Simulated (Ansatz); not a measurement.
# AlSiH+ (doublet): from Hartree-Fock to the top rungs, def2-QZVPP

One table from this session's results is given with a row withheld; the runs are named, their logs left out.

The runs use Ansatz 0.2.0, Gaussian basis; def2-QZVPP, core rule «outside noble gas», up to 10 orbitals frozen.

The runs, in order: UHF; ROHF; CCSD(T) on UHF.

2 further runs of the same task are left out: 2 set aside as unsound or not needed.

## The geometry

The geometry is a PBE0/def2-TZVP stationary point (not a proven minimum) of the parent state, kept for this charge and spin.

3 atoms, charge 1, spin multiplicity 2.

Atoms are counted from 1 here; the program's logs count them from 0.

Bond lengths: Si1–Al2 2.354 Å, Al2–H3 1.595 Å. Angles: Si1–Al2–H3 180.0°.

The first run:

Input file in.yaml:

```yaml
crystal:
  periodic: [false, false, false]
  atoms:
    - {symbol: Si, position_ang: [0.000000, 0.000000, 2.100805]}
    - {symbol: Al, position_ang: [0.000000, 0.000000, -0.252999]}
    - {symbol: H, position_ang: [0.000000, 0.000000, -1.847805]}
basis:
  gaussian: {orbitals: "def2-QZVPP.json"}
total_charge: 1
magnetization: {spin_polarized: true, initial_magnetization: 1}
hamiltonian: {xc: hf}
output: {orbitals: {seedname: orbitals}}
```

The run is started by

```console
$ ansatz run in.yaml --threads 1 --pin off --events-out ev --progress --plain --max-ram 2393MiB
```

Among the steps run: UHF; ROHF; CCSD(T) on UHF.

One table of the session follows, with a row left open; its other results are not shown here.

| method | from UCCSD(T) (kJ/mol) |
| --- | --- |
| ROHF | +442.4 |
| UHF | +421.5 |
| UMP2 | +113.7 |
| UCCSD | ? |
| UCCSD(T) | 0 |

Q: Estimate the row for UCCSD from the others.

As computed: from UCCSD(T) (kJ/mol): +17.6. In the column «from UCCSD(T) (kJ/mol)» it lies between UCCSD(T) (0) and UMP2 (+113.7).
